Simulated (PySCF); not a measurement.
Problem. What does the PBE0-D3(BJ)/def2-SVP structure of `C=C1C=C1OC` look like in three dimensions?

Solution. 
```
atom  x, y, z in Å
C1     1.8129   -0.8349   -0.4600
C2     1.0821    0.2546   -0.2065
C3     0.9047    1.6937   -0.1224
C4    -0.1206    0.9150    0.1903
O5    -1.3673    0.8323    0.5766
C6    -1.8668   -0.4876    0.7486
H7     1.3847   -1.8319   -0.3436
H8     2.8505   -0.7500   -0.7872
H9     1.3367    2.6833   -0.2405
H10   -2.9452   -0.3942    0.9221
H11   -1.6873   -1.0949   -0.1511
H12   -1.3948   -0.9711    1.6175
```

Orientation and origin are arbitrary. Atoms count from 1 in this order. The 3-membered ring C2–C3–C4 has internal angles of 54.8° to 63.5°. The C–O distances run from 1.308 Å (C4–O5, drawn single) to 1.422 Å (O5–C6, drawn single), a spread of 0.114 Å. The 6 heavy atoms lie in one plane (0.008 Å rms). O5 (ether oxygen) is bent (angle 115.4°).

Bonds between heavy atoms (Å): C1=C2 1.336, C2–C3 1.452, C3=C4 1.325, C4–O5 1.308, O5–C6 1.422, C2–C4 1.428.

Method used: PySCF 2.14.0, PBE0-D3(BJ)/def2-SVP geometry optimisation, gas phase.

Point group: near Cs, missed by 0.34 Å at most; the miss may be what the optimiser left on a soft mode. No PBE0-D3(BJ)/def2-SVP frequencies stand behind this structure, so it isn't proved a minimum. One conformer, not necessarily the lowest (C3–C4–O5–C6 -179°).
